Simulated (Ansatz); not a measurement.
# SiH (quartet): from Hartree-Fock to the top rungs at distance Si1–H2 = 3.952 Å, cc-pVQZ

Aim: climb from Hartree-Fock through coupled cluster and multireference methods for SiH (quartet) at one geometry and basis, and see what each rung misses.

The runs use Ansatz 0.2.0, Gaussian basis; cc-pVQZ, core rule «outside noble gas», up to 5 orbitals frozen.

To be run: UHF; CCSD(T) on ROHF; CCSD(T) on UHF; BCCD(T) on ROHF; CCSDT(Q) on ROHF; CCSDT(Q) on UHF; CASSCF and MRCISD+Q, 5 electrons in 5 orbitals; CASSCF and NEVPT2, 5 electrons in 5 orbitals.

10 further runs of the same task are left out: 10 that didn't finish. Runs told in other sessions of the task aren't counted.

## 1. What is computed

The geometry derives from a PBE0/def2-TZVP stationary point (not a proven minimum). One bond is set to the value named and the two fragments are kept rigid.

2 atoms, charge 0, spin multiplicity 4.

Atoms are counted from 1 here; the program's logs count them from 0.

No contacts short enough for the rule that draws bonds.

## 2. UHF

File in.yaml:

```yaml
crystal:
  periodic: [false, false, false]
  atoms:
    - {symbol: Si, position_ang: [0.000000, 0.000000, 0.000000]}
    - {symbol: H, position_ang: [0.000000, 0.000000, 3.952000]}
basis:
  gaussian: {orbitals: cc-pVQZ}
magnetization: {spin_polarized: true, initial_magnetization: 3}
hamiltonian: {xc: hf}
output: {orbitals: {seedname: orbitals}}
```

Launch:

```bash
> ansatz run in.yaml --threads 1 --pin off --events-out ev --progress --plain --max-ram 4096MiB --backend cpu
```

After this run come: CCSD(T) on ROHF; CCSD(T) on UHF; BCCD(T) on ROHF; CCSDT(Q) on ROHF; CCSDT(Q) on UHF; CASSCF and MRCISD+Q, 5 electrons in 5 orbitals; CASSCF and NEVPT2, 5 electrons in 5 orbitals.

**Question.** What will the summary of the whole plan be? Wanted: UCCSDT(Q) from the RHF energy; RMP2 from UCCSDT(Q); UMP2 from UCCSDT(Q); RCCSD from UCCSDT(Q); RCCSD(T) from UCCSDT(Q); UCCSD(T) from UCCSDT(Q); RCCSDT(Q) from UCCSDT(Q); NEVPT2 valence from UCCSDT(Q); MRCISD+Q valence from UCCSDT(Q).

As calculated:

```
                         quantity                                                                     value
    UCCSDT(Q) from the ROHF energy                                                                -2.2998 eV
              RMP2 from UCCSDT(Q)                                                              +52.7 kJ/mol
              UMP2 from UCCSDT(Q)                                                              +53.2 kJ/mol
             RCCSD from UCCSDT(Q)                                                              +10.1 kJ/mol
          RCCSD(T) from UCCSDT(Q)                                                               +2.1 kJ/mol
          UCCSD(T) from UCCSDT(Q)                                                               +2.1 kJ/mol
         RCCSDT(Q) from UCCSDT(Q)                                                               +0.1 kJ/mol
    NEVPT2 valence from UCCSDT(Q)                                                              +52.6 kJ/mol
  MRCISD+Q valence from UCCSDT(Q)                                                               +2.4 kJ/mol
levels within 1 kcal/mol (43 meV)  RCCSD(T), UCCSD(T), BCCD(T), RCCSDT, UCCSDT, RCCSDT(Q), MRCISD+Q valence
                    T1 diagnostic                                                                     0.022
   effectively unpaired electrons                                                                      3.01
```

What this shows: RCCSD(T) lands +2.1 kJ/mol from the yardstick (1.0 % of the correlation energy). One determinant dominates. Of the multireference levels listed MRCISD+Q valence comes nearest in total energy (+2.4 kJ/mol), which doesn't show that its space is the better one. These misses are within one basis, not against nature; the frozen cores of restricted and unrestricted runs differ, which can shift their rows.
